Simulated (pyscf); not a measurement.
This saddle point was located with ωB97X-D3(BJ)/def2-SVP in PySCF.

```xyz
15

C     -1.6684    -0.0410    -1.3766
C     -1.4745    -0.6057     0.0363
Si    -0.8068     0.6743     1.2558
H     -2.0539    -0.8038    -2.0723
H     -0.7189     0.3357    -1.7917
H     -2.3823     0.7992    -1.3789
H     -0.7733    -1.4584     0.0171
H     -2.4268    -1.0047     0.4279
H      0.5875     1.2432     0.6707
H     -0.5866     0.0672     2.6056
H     -1.7721     1.8106     1.3958
C      1.9190     1.7190    -0.0550
H      2.5056     2.1092     0.7837
H      2.2919     0.7909    -0.5024
H      1.5460     2.4687    -0.7615
```
Charge 0, spin multiplicity 2.

Surface: doublet, charge 0. Lowest wavenumbers (cm⁻¹): 1033i, 11, 44, 72, 207.

Problem. What reaction is this the transition state of?

Solution. `[CH3][CH2][SiH3]` + `[CH3]` [doublet] <-> `[CH3][CH2][SiH2]` [doublet] + `[CH4]`, a hydrogen abstraction read from left to right: H–Si broken and C–H formed. At ωB97M-D3(BJ)/def2-TZVP it lies +8.4 kcal/mol from the left side and +23.2 kcal/mol from the right (each side as separated species at their lowest minima found). H₃C–CH₂–SiH₃ lies 12.8 kcal/mol over its isomer H₃C–SiH₂–CH₃, and others may lie lower still (electronic energy, ωB97M-D3(BJ)). H₃C–CH₂–SiH₂• lies 11.7 kcal/mol over its isomer H₃C–SiH•–CH₃, and others may lie lower still (electronic energy, ωB97M-D3(BJ)). This is the saddle that the search found; another between the same sides may lie lower. The angle at the transferred H is 174°.
